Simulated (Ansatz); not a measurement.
A nudged elastic band was laid between two geometries of AlBH4S (7 atoms, charge 0, multiplicity 1).

Level of theory: RKS CAM-B3LYP/STO-3G (Ansatz 0.2.0).

| Item | Value |
| --- | --- |
| movable images | 5 |
| climbing image | yes |
| spring | 5.0 eV/Å² |
| optimiser | quadratic models (default) |
| start path | through a guess of the saddle point |
| force threshold | 0.05 eV/Å |
| iteration limit | 60 |
| end points | relaxed |

Initial state:

```xyz
7
Properties=species:S:1:pos:R:3
Al -1.202 0.200 -0.321
B 0.581 0.328 0.598
S 2.047 -0.567 0.311
H -2.266 -0.734 0.172
H -1.521 1.041 -1.520
H 0.719 1.103 1.465
H 1.641 -1.370 -0.705
```

Final state:

```xyz
7
Properties=species:S:1:pos:R:3
Al -1.705 0.155 -0.509
B 0.051 -0.079 0.100
S 1.552 -0.442 0.767
H -2.827 -0.652 0.071
H -2.010 1.156 -1.582
H 2.329 0.633 1.272
H 2.611 -0.771 -0.120
```

Task: Which bonds break or form, and what moves?

Result: Bonds broken: B2–H6. Bonds formed: S3–H6.

Task: Give the energies along the band, and the barrier.

Result: The run converged. The highest image is number 3 of 0 to 6, 7.14 eV above the first end and 0.89 eV above the last; the last end lies 6.25 eV above the first. Neighbouring images differ by up to 4.6 eV, so the band resolves the path poorly. A vibrational analysis at the climbing image gives one clearly imaginary mode, 1560i cm⁻¹: a first-order saddle point. The orbitals stay closed-shell, which can raise the energy where a bond breaks towards radicals; this wasn't checked here. Limits of this set-up: minimal basis.

```csv
image,path coordinate (Å),energy (eV),B2–H6 (Å),S3–H6 (Å)
0,0.00,0.00,1.17,2.43
1,0.77,0.19,1.17,2.30
2,1.54,2.59,1.25,1.88
3,2.31,7.14,1.91,1.40
4,2.86,6.56,2.33,1.37
5,3.41,6.32,2.58,1.40
6,3.96,6.25,2.66,1.42
```

Task: What is the geometry of the highest image?

Result: 
```xyz
7
Properties=species:S:1:pos:R:3:forces:R:3
Al -1.514 0.146 -0.399 0.01 0.01 0.02
B 0.052 0.039 0.687 0.01 -0.02 -0.03
S 1.751 -0.447 0.852 -0.02 -0.02 0.01
H -2.665 -0.793 -0.195 0.00 0.00 0.00
H -1.694 1.314 -1.323 0.00 0.00 0.00
H 1.736 0.945 0.709 0.00 0.02 0.00
H 2.335 -1.205 -0.330 0.00 0.01 0.01
```

The run took 96 s on 1 thread of Intel(R) Xeon(R) 6975P-C (Granite Rapids) (shared host), peak memory 0.11 GiB.
